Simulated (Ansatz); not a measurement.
A nudged elastic band was laid between two geometries of C$_{2}$H$_{5}$N (8 atoms, charge 0, multiplicity 1).

All numbers below come from RKS r2SCANh-D4/def2-SVP (Ansatz).

```
movable images  : 4
climbing image  : no
spring          : 5.0 eV/Å²
optimiser       : quadratic models (default)
start path      : IDPP
force threshold : 0.03 eV/Å
iteration limit : 60
end points      : relaxed
```

Image 0:

```xyz
8
Properties=species:S:1:pos:R:3
C -0.952 0.439 -0.575
C 0.173 0.373 0.155
N 0.784 -0.765 0.638
H -1.478 -0.460 -0.907
H -1.380 1.406 -0.834
H 0.666 1.299 0.471
H 0.497 -1.639 0.214
H 1.783 -0.710 0.782
```

Image 5:

```xyz
8
Properties=species:S:1:pos:R:3
C -0.952 0.438 -0.575
C 0.172 0.374 0.156
N 0.785 -0.765 0.638
H -1.383 1.404 -0.833
H -1.475 -0.461 -0.909
H 0.663 1.300 0.475
H 0.497 -1.638 0.213
H 1.784 -0.709 0.780
```

Which bonds break or form, and what moves?

No bond is made or broken. The dihedral H5–C1–C2–N3 goes from 175 to -3°. The two ends are copies of one structure, up to a mirror image or an exchange of like atoms.

What energy profile does the band end with?

The run converged. The highest image is number 2 of 0 to 5, 49.1 kcal/mol above the ends, which have the same energy within 2 meV. Neighbouring images differ by up to 1.7 eV, so the band resolves the path poorly. No image climbed, so the highest image needn't sit at the top of the path.

```json
{"image": "0", "path coordinate (Å)": "0.00", "energy (kcal/mol)": "0.0", "dihedral H5–C1–C2–N3 (°)": "175"}
{"image": "1", "path coordinate (Å)": "0.78", "energy (kcal/mol)": "9.4", "dihedral H5–C1–C2–N3 (°)": "-155"}
{"image": "2", "path coordinate (Å)": "1.56", "energy (kcal/mol)": "49.1", "dihedral H5–C1–C2–N3 (°)": "-120"}
{"image": "3", "path coordinate (Å)": "2.34", "energy (kcal/mol)": "42.4", "dihedral H5–C1–C2–N3 (°)": "-69"}
{"image": "4", "path coordinate (Å)": "3.11", "energy (kcal/mol)": "5.8", "dihedral H5–C1–C2–N3 (°)": "-17"}
{"image": "5", "path coordinate (Å)": "3.89", "energy (kcal/mol)": "0.0", "dihedral H5–C1–C2–N3 (°)": "-3"}
```

What is the geometry of the highest image?


```xyz
8
Properties=species:S:1:pos:R:3:forces:R:3
C -1.082 0.294 -0.448 0.03 -0.05 -0.03
C 0.118 0.325 0.251 0.11 0.19 -0.21
N 1.042 -0.648 0.204 -0.37 -0.43 0.55
H -1.953 -0.256 -0.093 0.34 -1.28 -0.71
H -1.306 1.076 -1.169 -0.42 1.14 0.91
H 0.441 1.130 0.943 0.52 0.71 -0.87
H 0.951 -1.358 -0.512 -0.12 -0.15 0.16
H 1.882 -0.620 0.768 -0.08 -0.14 0.18
```

The band took 8 iterations and of the order of 90 core-seconds.

The run took 89 s on 1 thread of Arm Neoverse V1, with other jobs on the host, peak memory 0.13 GiB.
